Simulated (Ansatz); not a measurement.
A made-up structure of CH₃MgS (charge +1), closed shell:

```
6
angstrom
Mg -1.3129 -0.0041 -0.8997
C 0.7772 -0.0143 -0.2061
S 1.4847 0.0107 1.2489
H -2.9386 0.0061 -1.2639
H 1.5820 -0.0422 -0.9521
H 1.3488 -0.8849 -0.0089
```

It is relaxed with PBE-D4/def2-SVP and then PBE0-D4/def2-TZVP (Ansatz 0.2.0). Atoms count as bonded within 1.22 times the sum of their covalent radii (H–H: 0.88 Å). The end point is not checked to be a true minimum.

(1) Does its bonding change? (A judgement: the text doesn't fix the answer.)

## Answers

(1) By the calculation: Yes. Formed: none; broken: C2–H6.

Where it ends: The first stage lowers the energy by 3.14 eV in 14 steps. It ends as CH₃MgS ([MgH][CH][SH]), total charge +1:
```
6
angstrom
Mg -1.5476 0.1081 -0.9268
C 0.5938 -0.1764 -0.4628
S 1.1899 -0.4643 1.0106
H -3.1694 0.3027 -1.2523
H 1.3423 -0.1295 -1.2575
H 2.5321 -0.5692 0.8071
```

Labels in which every atom is bracketed show which atoms are joined, not bond orders.

For scale, one of the runs: PBE0-D4/def2-TZVP relaxation, 118 basis functions, launched by `ansatz run in.yaml --threads 2 --pin off --events-out ev --progress --plain --max-ram 4352MiB`. Hardware: 2 CPU threads of an Arm Neoverse V1, shared host. Wall time about 12 s.
